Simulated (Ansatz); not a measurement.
Ideal-gas functions of `O=CC(F)S` at 298.15 K and 1 bar, from an Ansatz frequency run at PBE0-D4/def2-TZVP.

Molar mass 94.11 g/mol, point group C1 (symmetry number 1), electronic degeneracy 1, moments of inertia 101.48, 136.431, 223.552 u Å². Harmonic wavenumbers (cm⁻¹, unscaled): 87, 177, 241, 363, 424, 619, 694, 892, 1001, 1031, 1070, 1290, 1313, 1393, 1862, 2699, 2952, 3065.

Use S(trans) = R[1.5 ln M + 2.5 ln T − 1.1517]; rotational temperatures θ = 24.2544 K / I; S(rot) = R[ln(√π/σ · √(T³/θAθBθC)) + 1.5]; for each mode x = 1.438777 ν̃/T, S = R[x/(eˣ − 1) − ln(1 − e⁻ˣ)] and H = RT x/(eˣ − 1); 1 cm⁻¹ = 0.0119627 kJ/mol; R = 8.31446 J/(mol·K).

Problem. By hand: the entropy, in J/(mol·K).

Solution. Translation 165.5. Rotation: θ = 0.239, 0.1778, 0.1085 K, giving 110.7. Vibration, mode by mode: 15.59, 9.87, 7.51, 4.64, 3.68, 1.75, 1.31, 0.60, 0.39, 0.35, 0.29, 0.12, 0.11, 0.08, 0.01, 0.00, 0.00, 0.00, in all 46.3. Electronic 0.0. Sum 322.5 J/(mol·K).

Problem. By hand: H − E and G − E in kJ/mol, counted from the electronic energy.

Solution. Zero-point energy ½ × 21173 × 0.0119627 = 126.6; thermal vibration 7.7; translation, rotation and pV give 4 RT = 9.9. H − E = 144.2 kJ/mol, and G − E = 144.2 − 298.15 × 322.5/1000 = 48.0 kJ/mol.

Vibration gives 14 % of the entropy, 15.6 J/(mol·K) of it from the mode under 150 cm⁻¹: soft modes count most, and the harmonic formula is weakest for them. The sum counts one conformer and one mirror image; others add a mixing term.
